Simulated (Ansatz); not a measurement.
**CH7AlSi (SMILES [CH3][AlH][SiH3]): levels of theory compared**

Wanted: a comparison of 6 runs (HF/3-21G, HF/cc-pVDZ, CAM-B3LYP/cc-pVDZ, r2SCAN0/cc-pVDZ, wB97M-V/cc-pVDZ, CCSD(T)/cc-pVDZ) of CH7AlSi. 

The results are computed with Ansatz 0.2.0.

68 further runs of the same task are left out: 68 set aside as unsound or not needed.

**1. The system as given**

CH7AlSi has 10 atoms, charge 0, and is taken as a singlet. SMILES: `[CH3][AlH][SiH3]`. The Si3–H9 distance was set to 1.942 Å, away from the relaxed value.

Bond lengths: C1–Al2 1.953 Å, Al2–Si3 2.461 Å, C1–H4 1.096 Å, C1–H5 1.092 Å, C1–H6 1.096 Å, Al2–H7 1.593 Å, Si3–H8 1.494 Å, Si3–H10 1.490 Å. Some angles: C1–Al2–Si3 120.6°, C1–Al2–H7 118.9°, Si3–Al2–H7 120.4°, Al2–C1–H4 110.5°, Al2–C1–H5 113.7°, Al2–C1–H6 110.2°, Al2–Si3–H8 110.9°, Al2–Si3–H10 114.1°, H4–C1–H5 108.0°, H4–C1–H6 106.2°. A long bond or contact: Si3–H9 1.942 Å.

**2. The energy at HF/3-21G (run 1)**

in.yaml

```yaml
crystal:
  periodic: [false, false, false]
  atoms:
    - {symbol: C, position_ang: [-1.379947, 0.753499, -1.183350]}
    - {symbol: Al, position_ang: [0.457553, 0.095799, -1.111850]}
    - {symbol: Si, position_ang: [1.210153, -1.321001, 0.754450]}
    - {symbol: H, position_ang: [-1.860747, 0.445599, -2.118450]}
    - {symbol: H, position_ang: [-2.002147, 0.410399, -0.354350]}
    - {symbol: H, position_ang: [-1.389547, 1.849299, -1.181350]}
    - {symbol: H, position_ang: [1.465353, 0.495499, -2.278650]}
    - {symbol: H, position_ang: [0.383353, -2.561301, 0.850050]}
    - {symbol: H, position_ang: [1.000200, -0.395000, 2.448500]}
    - {symbol: H, position_ang: [2.635053, -1.747301, 0.659450]}
basis:
  gaussian: {orbitals: 3-21G.json}
hamiltonian: {xc: hf}
accuracy: high
output: {orbitals: {seedname: orbitals}}
```

The basis set 3-21G is read from a file made from the Basis Set Exchange's data (not shown).

On the command line:

```bash
$ ansatz run in.yaml --threads 1 --pin off --max-ram 3480MiB --events-out events.jsonl --progress --plain --runs-dir runs
```

Output:

```text
Warning: RAYON_NUM_THREADS=1 ignored (pool sized by the plan → 1); use --threads N
Functional definition: HF
  name "HF"
  exchange = exact_x
  correlation = 0
1146 factors; integrals over basis functions are off by at most 4.7e-9 eV
mean field evaluation 1: about -15499.5093 eV, gradient 2.0e1 eV
mean field evaluation 2: about -15499.6905 eV, gradient 2.0e1 eV
mean field evaluation 4: about -15500.9790 eV, gradient 1.7e0 eV
mean field evaluation 8: about -15500.9947 eV, gradient 1.9e-4 eV
mean field -15500.99471701 eV, -569.6510488984 hartree, gradient 1.6e-8 eV, S^2 0.000000; 0 other end points of the search recorded, 0 dependent functions left out
reference -15500.99471701 eV, -569.6510488984 hartree; 20, 20 occupied and 29, 29 virtual orbitals, 1146 factors
Total energy: -15500.99471701 eV, -569.6510488984 hartree
```

Run time: 0.62 s. Hardware: 1 thread of Arm Neoverse V1, shared host; peak memory 0.1 GiB.

**3. The energy at HF/cc-pVDZ (run 2)**

job.yaml

```yaml
crystal:
  periodic: [false, false, false]
  atoms:
    - symbol: C
      position_ang: [-1.379947, 0.753499, -1.183350]
    - symbol: Al
      position_ang: [0.457553, 0.095799, -1.111850]
    - symbol: Si
      position_ang: [1.210153, -1.321001, 0.754450]
    - symbol: H
      position_ang: [-1.860747, 0.445599, -2.118450]
    - symbol: H
      position_ang: [-2.002147, 0.410399, -0.354350]
    - symbol: H
      position_ang: [-1.389547, 1.849299, -1.181350]
    - symbol: H
      position_ang: [1.465353, 0.495499, -2.278650]
    - symbol: H
      position_ang: [0.383353, -2.561301, 0.850050]
    - symbol: H
      position_ang: [1.000200, -0.395000, 2.448500]
    - symbol: H
      position_ang: [2.635053, -1.747301, 0.659450]
basis:
  gaussian: {orbitals: cc-pVDZ}
hamiltonian: {xc: hf}
accuracy: high
output: {orbitals: {seedname: orbitals}}
```

On the command line:

```bash
$ ansatz run job.yaml --threads 1 --pin off --max-ram 3480MiB --events-out events.jsonl --progress --plain --runs-dir runs
```

Output:

```text
Warning: RAYON_NUM_THREADS=1 ignored (pool sized by the plan → 1); use --threads N
[... 4 set-up lines as earlier in the session ...]
2011 factors; integrals over basis functions are off by at most 4.0e-9 eV
mean field evaluation 1: about -15582.9523 eV, gradient 2.4e1 eV
mean field evaluation 2: about -15582.9940 eV, gradient 2.4e1 eV
mean field evaluation 4: about -15585.0256 eV, gradient 2.4e0 eV
mean field evaluation 8: about -15585.0580 eV, gradient 4.2e-4 eV
mean field -15585.05797225 eV, -572.7403165486 hartree, gradient 3.3e-8 eV, S^2 0.000000; 0 other end points of the search recorded, 0 dependent functions left out
reference -15585.05797225 eV, -572.7403165486 hartree; 20, 20 occupied and 65, 65 virtual orbitals, 2011 factors
Total energy: -15585.05797225 eV, -572.7403165486 hartree
```

Wall time 2.8 s (1 thread of Arm Neoverse V1, shared host); peak memory 0.23 GiB.

Runs 3 to 5 aren't shown in full; the table further down has their settings and results.

**4. A single-point energy at CCSD(T)/cc-pVDZ (run 6)**

job.yaml: that of step 3 with these lines changed.

```diff
@@ -24,5 +24,9 @@
 basis:
-  gaussian: {orbitals: cc-pVDZ}
-hamiltonian: {xc: hf}
+  gaussian:
+    orbitals: cc-pVDZ
+correlation:
+  method: ccsd_t
+  frozen_orbitals: {Al: 5, C: 1, H: 0, Si: 5}
 accuracy: high
-output: {orbitals: {seedname: orbitals}}
+scf:
+  omitted_lower_state_checks: [cluster_reference, increment]
```

On the command line:

```bash
$ ansatz run job.yaml --threads 1 --pin off --max-ram 3480MiB --events-out events.jsonl --progress --plain --runs-dir runs
```

Output:

```text
Warning: RAYON_NUM_THREADS=1 ignored (pool sized by the plan → 1); use --threads N
[... 11 lines left out ...]
11 core orbitals not correlated: weight in the atoms' cores, before any rotation towards them, 1.000 or more for the frozen orbitals, at most 0.000 for the correlated occupied ones
[... 25 lines left out ...]
Total energy: -15595.67011495 eV, -573.1303055994 hartree
Checks for a lower state left out: cluster_reference, increment
```

Run time: 12 s. Hardware: 1 thread of Arm Neoverse V1, shared host; peak memory 0.44 GiB.

**5. All runs side by side**

```
run              level  frozen core orbitals  energy (Eh)  HOMO energy (eV)  LUMO energy (eV)  HOMO–LUMO gap (eV)  wall time
  1           HF/3-21G                     –  -569.651049             -9.85              0.83               10.68     0.62 s
  2         HF/cc-pVDZ                     –  -572.740317             -9.87              0.85               10.72      2.8 s
  3  CAM-B3LYP/cc-pVDZ                     –  -574.152970             -8.59             -0.90                7.69      9.6 s
  4    r2SCAN0/cc-pVDZ                     –  -574.085585             -7.54             -1.80                5.74       16 s
  5    wB97M-V/cc-pVDZ                     –  -574.092448             -9.31             -0.23                9.08       86 s
  6    CCSD(T)/cc-pVDZ                    11  -573.130306                 –                 –                   –       12 s
```

**6. Results**

| quantity | value |
| --- | --- |
| run 6: total energy | -573.13031 Eh |
| run 6: correlation energy (11 core orbitals frozen) | -390.0 mEh |
| run 6: (T) correction | -10.02 mEh |
| run 6: T1 diagnostic | 0.013 |

**Reading.** Over runs 1, 2, 3, 4, 5 the HOMO–LUMO gap runs from 5.74 eV (r2SCAN0/cc-pVDZ) to 10.72 eV (HF/cc-pVDZ). Exact exchange widens orbital gaps. Totals of different functionals can't be ranked against each other. All runs together took 2.1 min, the longest 86 s.
